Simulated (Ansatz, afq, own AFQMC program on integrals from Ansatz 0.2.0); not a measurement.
Two steps: Ansatz 0.2.0 writes the Fock matrix and Cholesky factors of the valence space, and afq projects on them the lowest state that overlaps trial and start.

```yaml
crystal:
  periodic: [false, false, false]
  atoms:
    - {symbol: Nb, position_ang: [0.000000, 0.000000, 0.059533]}
    - {symbol: Cl, position_ang: [0.000000, 0.000000, -2.412467]}
    - {symbol: Cl, position_ang: [0.000000, 0.000000, 2.352933]}
basis:
  gaussian: {orbitals: def2-SVP}
magnetization: {spin_polarized: true, initial_magnetization: 3}
correlation: {method: ccsd_t, electrons: outside_noble_gas, hamiltonian_folder: ham}
```

```sh
$ ansatz run in.yaml --threads 1 --pin off --events-out ev --progress --plain --max-ram 24576MiB --backend cuda --devices 0, --max-vram 18GiB
```

Options of the walk:

```
--method phaseless --trial cisd --walkers 4000 --populations 20 --least-time 60 --time-step 0.005 --steps-per-block 50 --equilibration-blocks 40 --max-blocks 4000 --target-error 0.00026 --factor-cut 1e-05 --start spin_pure --seed 6717 --release-times 0.24,0.6,1.2,1.8,2.6 --release-step 0.04 --release-every 4 --taylor-order 6
```

Times are imaginary, in 1/Eh. The walk had a cap of 195 s. With eight or more populations the least sampling time is a fifth of least-time, and the error comes from their spread. Core potentials past Kr, no spin–orbit coupling.

afq prints:

```
orbitals 53  electrons 11 8  factors 435 of 643
reference energy -975.21379460 Eh
CCSD correlation -0.35450919 Eh in 15 cycles, weight of the determinant in the CISD state 0.8442
energy of the start -975.568130 Eh
 block  time / (1/Eh)  mean weight  energy / Eh
     1     0.250  1.0001  -975.559894
     2     0.500  0.9999  -975.563578
     3     0.750  1.0001  -975.567960
     4     1.000  1.0001  -975.571394
     5     1.250  1.0001  -975.574406
    10     2.500  1.0000  -975.577617
    19     4.750  0.9998  -975.579453
    27     6.750  1.0000  -975.578914
    29     7.250  0.9998  -975.580752
    39     9.750  0.9995  -975.579531
    49    12.250  0.9999  -975.580082
    59    14.750  1.0002  -975.580822
    63    15.750  1.0001  -975.581511
    69    17.250  0.9999  -975.579487
    79    19.750  1.0003  -975.581116
    89    22.250  0.9999  -975.580158
error from the spread of 20 populations
released: time / (1/Eh)  energy / Eh  error  mean overlap
  0.24  -975.580759  0.000191  0.9966
  0.60  -975.580731  0.000249  0.9912
  1.20  -975.580731  0.000239  0.9946
  1.80  -975.580539  0.000337  0.9951
  2.60  -975.580962  0.000383  0.9877
energy -975.580264 +/- 0.000185 Eh
(rows thinned)
```

The run passed its tests (sampling time, drift between the halves within three errors, error under three times the target), which doesn't prove that it has relaxed.

Against this walk (error 5.0 meV) on the same determinant: CCSD(T) 45.8 meV higher, CCSDT(Q) 17.0 meV lower. The error is statistical and leaves out the bias of the constraint. Released to 1.80 1/Eh the energy moves by -7 ± 10 meV (both errors), within twice the noise.

Cautions: constraint bias not in the error; no spin-orbit coupling; outer-core shells of the metal frozen; lower spins were not checked; higher spins were not checked.

The walk took 83 s on 1 × NVIDIA H100 80GB HBM3 with 2 threads of AMD EPYC 7R13 Processor (Zen 3), with other jobs on the host (the card was shared). The log's last line is the phaseless energy.

CCSDT and higher add their correlation energy to the determinant of the CCSD(T) run, since their own runs factorise the integrals more tightly (a shift of under 2 meV). A walk keeps the symmetry of its determinant, which the program's search chose and which needn't be the lowest solution, so a lower state of the same spin and another symmetry isn't excluded.
